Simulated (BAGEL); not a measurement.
# CH3Al (SMILES C[Al]): a chain of runs

Aim: a single-point energy (HF/6-31G*), then a single-point energy (NEVPT2(2,2)/6-31G*), then the energy (CASPT2(2,2)/6-31G*) of CH3Al. 

The results are computed with BAGEL 1.2.2.

1 further run of the same task is left out (set aside as unsound or not needed).

## Step 1: The structure to begin with

CH3Al: 5 atoms, total charge 0, spin state singlet. SMILES: `C[Al]`. The shape is that of a PBE0-D4/def2-TZVP optimisation.

Bond lengths: C1–Al2 1.988 Å, C1–H3 1.098 Å, C1–H4 1.098 Å, C1–H5 1.098 Å. Angles: Al2–C1–H3 111.8°, Al2–C1–H4 111.8°, Al2–C1–H5 111.8°, H3–C1–H4 107.1°, H3–C1–H5 107.1°, H4–C1–H5 107.1°.

## Step 2: The energy at HF/6-31G(d) (density fitting with svp-jkfit, spherical functions) (run 1)

Contents of job.json:

```json
{ "bagel" : [

{
  "title" : "molecule",
  "basis" : "6-31gs.json",
  "df_basis" : "svp-jkfit",
  "angstrom" : true,
  "geometry" : [
    { "atom" : "C", "xyz" : [      -0.131246,      -0.057495,       0.053987 ] },
    { "atom" : "Al", "xyz" : [       1.572664,       0.689255,      -0.647243 ] },
    { "atom" : "H", "xyz" : [      -0.230766,      -1.127445,      -0.171783 ] },
    { "atom" : "H", "xyz" : [      -0.205126,       0.049905,       1.144257 ] },
    { "atom" : "H", "xyz" : [      -1.005630,       0.445840,      -0.379270 ] }
  ]
},

{
  "title" : "hf"
},

{
  "title" : "print",
  "file" : "orbitals.molden",
  "orbitals" : true
}

]}
```

The basis set 6-31G* is read from a file made from the Basis Set Exchange's data (not shown).

Run with:

```
$ BAGEL_NUM_THREADS=1 BAGEL job.json > job.out
```

What it wrote:

```text
* using 1 threads per process

  ===============================================================
  ===============================================================

  *** Geometry ***

  { "atom" : "C", "xyz" : [     -0.248019,     -0.108650,      0.102021 ] },
  { "atom" : "Al", "xyz" : [      2.971904,      1.302503,     -1.223112 ] },
  { "atom" : "H", "xyz" : [     -0.436085,     -2.130562,     -0.324623 ] },
  { "atom" : "H", "xyz" : [     -0.387632,      0.094307,      2.162332 ] },
  { "atom" : "H", "xyz" : [     -1.900365,      0.842515,     -0.716716 ] },

  Number of auxiliary basis functions:      257

  Since a DF basis is specified, we compute 2- and 3-index integrals:
    o Being stored without compression. Storage requirement is 0.003 GB

  Number of basis functions:       38
  Number of electrons      :       22

    * METHOD: MOLECULE                             0.04

  *** RHF ***

  === Nuclear Repulsion ===
    38.2615901217

      * DIIS with orbital gradients will be used.

  === RHF iteration (6-31gs.json) ===
      0       -281.38988828          0.02485475           0.00
      1       -281.46573534          0.01199282           0.01
      2       -281.48402410          0.00181050           0.01
      3       -281.48511783          0.00029143           0.01
      4       -281.48515311          0.00008863           0.01
      5       -281.48515601          0.00001803           0.01
      6       -281.48515612          0.00000362           0.01
      7       -281.48515612          0.00000066           0.01
      8       -281.48515612          0.00000017           0.01
      9       -281.48515612          0.00000004           0.01
     10       -281.48515612          0.00000000           0.01
    * SCF iteration converged.

    * Permanent dipole moment:
           (    0.344928,     0.151164,    -0.141944) a.u.

    * METHOD: HF                                   0.11

    * METHOD: PRINT                                0.00

  ===============================================================
```

Run time: 0.4 s. Hardware: 1 thread of Arm Neoverse V2, shared host; peak memory 0.14 GiB.

## Step 3: The energy at NEVPT2(2,2)/6-31G(d) (density fitting with svp-jkfit, spherical functions) (run 2)

Contents of input.json:

```json
{ "bagel" : [

{
  "title" : "molecule",
  "basis" : "6-31gs.json",
  "df_basis" : "svp-jkfit",
  "angstrom" : true,
  "geometry" : [
    { "atom" : "C", "xyz" : [      -0.131246,      -0.057495,       0.053987 ] },
    { "atom" : "Al", "xyz" : [       1.572664,       0.689255,      -0.647243 ] },
    { "atom" : "H", "xyz" : [      -0.230766,      -1.127445,      -0.171783 ] },
    { "atom" : "H", "xyz" : [      -0.205126,       0.049905,       1.144257 ] },
    { "atom" : "H", "xyz" : [      -1.005630,       0.445840,      -0.379270 ] }
  ]
},

{
  "title" : "hf",
  "charge" : 0
},

{
  "title" : "casscf",
  "nstate" : 1,
  "nact" : 2,
  "nclosed" : 10,
  "charge" : 0,
  "active" : [8, 17],
  "maxiter" : 200,
  "natocc" : true
},

{
  "title" : "nevpt2",
  "nstate" : 1,
  "nact" : 2,
  "nclosed" : 10,
  "charge" : 0,
  "active" : [8, 17],
  "maxiter" : 200,
  "natocc" : true,
  "ncore" : 6
},

{
  "title" : "print",
  "file" : "orbitals.molden",
  "orbitals" : true
}

]}
```

The basis set 6-31G* is read from a file made from the Basis Set Exchange's data (not shown).

Run with:

```
$ BAGEL_NUM_THREADS=1 BAGEL input.json > input.out
```

What it wrote:

```text
* using 1 threads per process

  ===============================================================
  ===============================================================

  *** Geometry ***

  { "atom" : "C", "xyz" : [     -0.248019,     -0.108650,      0.102021 ] },
  { "atom" : "Al", "xyz" : [      2.971904,      1.302503,     -1.223112 ] },
  { "atom" : "H", "xyz" : [     -0.436085,     -2.130562,     -0.324623 ] },
  { "atom" : "H", "xyz" : [     -0.387632,      0.094307,      2.162332 ] },
  { "atom" : "H", "xyz" : [     -1.900365,      0.842515,     -0.716716 ] },

  Number of auxiliary basis functions:      257

  Since a DF basis is specified, we compute 2- and 3-index integrals:
    o Being stored without compression. Storage requirement is 0.003 GB

  Number of basis functions:       38
  Number of electrons      :       22

    * METHOD: MOLECULE                             0.04

  *** RHF ***

  === Nuclear Repulsion ===
    38.2615901217

      * DIIS with orbital gradients will be used.

  === RHF iteration (6-31gs.json) ===
      0       -281.38988828          0.02485475           0.00
      1       -281.46573534          0.01199282           0.00
      2       -281.48402410          0.00181050           0.00
      3       -281.48511783          0.00029143           0.00
      4       -281.48515311          0.00008863           0.00
      5       -281.48515601          0.00001803           0.00
      6       -281.48515612          0.00000362           0.00
      7       -281.48515612          0.00000066           0.00
      8       -281.48515612          0.00000017           0.00
      9       -281.48515612          0.00000004           0.00
     10       -281.48515612          0.00000000           0.00
    * SCF iteration converged.

    * Permanent dipole moment:
           (    0.344928,     0.151164,    -0.141944) a.u.

    * METHOD: HF                                   0.10

  ---------------------------
      CASSCF calculation
  ---------------------------

    ==== Active orbitals : =====
         Orbital 8
         Orbital 17
    ============================

    * nstate   :      1
    * nclosed  :     10
    * nact     :      2
    * nvirt    :     26
  === CASSCF iteration (6-31gs.json) ===

    * Using the second-order algorithm

      0  0      -281.48595193     3.54e-04      0.00

      1  0      -281.49703060     1.83e-03      0.03

      2  0      -281.49879951     1.02e-03      0.03

      3  0      -281.50038303     2.26e-04      0.03

      4  0      -281.50044382     4.88e-05      0.03

      5  0      -281.50044547     8.26e-06      0.03

      6  0      -281.50044551     1.26e-06      0.03

      7  0      -281.50044551     1.90e-07      0.03

      8  0      -281.50044551     2.86e-08      0.03

      9  0      -281.50044551     4.28e-09      0.02

    * Second-order optimization converged. *

     guess   0:   closed 1.                   open ..

  === FCI iteration ===

      0  0      -281.48501296     8.37e-02      0.00
      1  0      -281.50044456     5.01e-04      0.00
      2  0 *    -281.50044551     1.11e-15      0.00

     * ci vector, state   0, <S^2> = 0.0000
       2.     0.9957733744
       .2    -0.0918443617

    * METHOD: CASSCF                               0.28

    * freezing 6 orbitals

  === DF-NEVPT2 calculation ===

    * 3-index integral transformation done
    * assembly done

      NEVPT2 correlation energy:   -0.1590490790      0.01

          (+0)     -0.1130157679
          (+0)'    -0.0145806995
          (+1)     -0.0032127728
          (+1)'    -0.0000000000
          (+2)     -0.0002141331
          (-1)     -0.0223379687
          (-1)'     0.0000000000
          (-2)     -0.0056877369

      NEVPT2 total energy:       -281.6594945868

    * METHOD: NEVPT2                               0.02

    * METHOD: PRINT                                0.00

  ===============================================================
```

Run time: 0.68 s. Hardware: 1 thread of Arm Neoverse V2, shared host; peak memory 0.14 GiB.

## Step 4: A single-point energy at CASPT2(2,2)/6-31G(d) (density fitting with svp-jkfit, spherical functions) (run 3)

Contents of caspt2.json:

```json
{ "bagel": [

{
  "title": "molecule",
  "basis": "6-31gs.json",
  "df_basis": "svp-jkfit",
  "angstrom": true,
  "geometry": [
    { "atom": "C", "xyz": [      -0.131246,      -0.057495,       0.053987 ] },
    { "atom": "Al", "xyz": [       1.572664,       0.689255,      -0.647243 ] },
    { "atom": "H", "xyz": [      -0.230766,      -1.127445,      -0.171783 ] },
    { "atom": "H", "xyz": [      -0.205126,       0.049905,       1.144257 ] },
    { "atom": "H", "xyz": [      -1.005630,       0.445840,      -0.379270 ] }
  ]
},

{
  "title": "hf"
},

{
  "title": "casscf",
  "nstate": 1,
  "nact": 2,
  "nclosed": 10,
  "active": [8, 17],
  "maxiter": 200,
  "natocc": true
},

{
  "title": "print",
  "file": "orbitals.molden",
  "orbitals": true
},

{
  "title": "smith",
  "method": "caspt2",
  "ms": true,
  "xms": true,
  "sssr": true,
  "shift": 0.2,
  "shift_imag": true,
  "ncore": 6
}

]}
```

The basis set 6-31G* is read from a file made from the Basis Set Exchange's data (not shown).

Run with:

```
$ BAGEL_NUM_THREADS=1 BAGEL caspt2.json > caspt2.out
```

What it wrote:

```text
* using 1 threads per process

  ===============================================================
  ===============================================================

  *** Geometry ***

  { "atom" : "C", "xyz" : [     -0.248019,     -0.108650,      0.102021 ] },
  { "atom" : "Al", "xyz" : [      2.971904,      1.302503,     -1.223112 ] },
  { "atom" : "H", "xyz" : [     -0.436085,     -2.130562,     -0.324623 ] },
  { "atom" : "H", "xyz" : [     -0.387632,      0.094307,      2.162332 ] },
  { "atom" : "H", "xyz" : [     -1.900365,      0.842515,     -0.716716 ] },

  Number of auxiliary basis functions:      257

  Since a DF basis is specified, we compute 2- and 3-index integrals:
    o Being stored without compression. Storage requirement is 0.003 GB

  Number of basis functions:       38
  Number of electrons      :       22

    * METHOD: MOLECULE                             0.04

  *** RHF ***

  === Nuclear Repulsion ===
    38.2615901217

      * DIIS with orbital gradients will be used.

[... 6 lines left out ...]
    * SCF iteration converged.
[... 1 line left out ...]
    * Permanent dipole moment:
[... 27 lines left out ...]
    * Second-order optimization converged. *
[... 9 lines left out ...]
     * ci vector, state   0, <S^2> = 0.0000
[... 16 lines left out ...]
    * Zeroth order energy : state  0       -1.1643207145

    * CASPT2 iteration is performed using orthogonal basis

      -------------------------------------------  CASPT2 iteration  ---------------------------------------------------
       #      aibj      arbs      arbi      airj      risj      airs      arst      rist         Etot      error   time
      ------------------------------------------------------------------------------------------------------------------

       0  -0.11236  -0.00687  -0.02288  -0.00356  -0.00031  -0.01264  -0.00000  -0.00000   -0.1586236  0.0039066   0.01
       1  -0.11260  -0.00695  -0.02301  -0.00369  -0.00035  -0.01319  -0.00000  -0.00000   -0.1597872  0.0008391   0.01
       2  -0.11263  -0.00695  -0.02300  -0.00370  -0.00035  -0.01321  -0.00000  -0.00000   -0.1598565  0.0002215   0.01
[... 4 lines of this table left out ...]
       7  -0.11263  -0.00695  -0.02301  -0.00370  -0.00036  -0.01322  -0.00000   0.00000   -0.1598604  0.0000003   0.01

      ------------------------------------------------------------------------------------------------------------------

    * CASPT2 energy : state  0     -281.6619557622
        w/o shift correction       -281.6603059450
        reference weight              0.9339629837

    * METHOD: SMITH                                0.08

  ===============================================================
```

Wall time 0.88 s (1 thread of Arm Neoverse V2, shared host); peak memory 0.14 GiB.

## Step 5: Summary of results

```
                               quantity          value
         run 1, HF/6-31G*: total energy  -281.48516 Eh
        run 1, HF/6-31G*: dipole moment         1.02 D
          run 1, HF/6-31G*: HOMO energy       -7.52 eV
          run 1, HF/6-31G*: LUMO energy        1.27 eV
        run 1, HF/6-31G*: HOMO–LUMO gap        8.80 eV
run 2, NEVPT2(2,2)/6-31G*: total energy  -281.65949 Eh
run 3, CASPT2(2,2)/6-31G*: total energy  -281.66196 Eh
```
